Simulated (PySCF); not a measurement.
# Continuum solvent and chemical shifts

Geometry (Å), atoms numbered from 1 in this order:
```xyz
10

C     2.1506   -0.4830    0.8562
C     1.2326    0.0522    0.2785
C     0.1461    0.7030   -0.4352
C    -1.1797   -0.0348   -0.4591
O    -1.9692    0.0493   -1.3595
O    -1.3966   -0.7481    0.6455
H     2.9618   -0.9602    1.3740
H     0.4166    0.8976   -1.4835
H    -0.0591    1.6901    0.0177
H    -2.2703   -1.1568    0.5429
```

GIAO PBE0/pcSseg-1 in PySCF 2.14.0 with density-fitted response routines on one PBE0-D3(BJ)/def2-SVP conformer, non-relativistic, equivalent nuclei averaged. Solvents enter as an IEF-PCM continuum (benzene with ε = 2.3, chloroform with ε = 4.7) around the gas-phase geometry. Shifts are referred to TMS computed in the same medium.

Gas phase, δ in ppm: C4 171.0, C1 78.8, C2 78.3, C3 26.3, H10 5.83, H8/H9 3.14, H7 2.10. Dipole moment 1.30 D.

**Question.** How does each δ change in the continuum?

**Answer.** 
```json
{"atoms": "C4", "environment": "carboxylic acid carbon", "Δδ, benzene": "+2.0", "Δδ, chloroform": "+3.1"}
{"atoms": "C1", "environment": "terminal alkyne carbon", "Δδ, benzene": "+0.6", "Δδ, chloroform": "+1.0"}
{"atoms": "C2", "environment": "alkyne carbon", "Δδ, benzene": "+1.4", "Δδ, chloroform": "+2.3"}
{"atoms": "C3", "environment": "sp3 CH2 α to a carbonyl", "Δδ, benzene": "+0.2", "Δδ, chloroform": "+0.4"}
{"atoms": "H10", "environment": "hydrogen on an acid hydroxyl oxygen", "Δδ, benzene": "+0.47", "Δδ, chloroform": "+0.73"}
{"atoms": "H8/H9", "environment": "hydrogen on an sp3 CH2 α to a carbonyl", "Δδ, benzene": "+0.13", "Δδ, chloroform": "+0.20"}
{"atoms": "H7", "environment": "hydrogen on a terminal alkyne carbon", "Δδ, benzene": "+0.19", "Δδ, chloroform": "+0.31"}
```

Changes are relative to the gas phase. The dipole moment becomes 1.37 D in benzene, 1.42 D in chloroform.

**Question.** Which nuclei move most (in ppm), and what does the model miss?

**Answer.** C4 (carboxylic acid carbon, +3.1 ppm) in chloroform. A continuum only polarises the solute; specific hydrogen bonds, the anisotropy of aromatic solvents and changes of geometry or conformer are outside it.
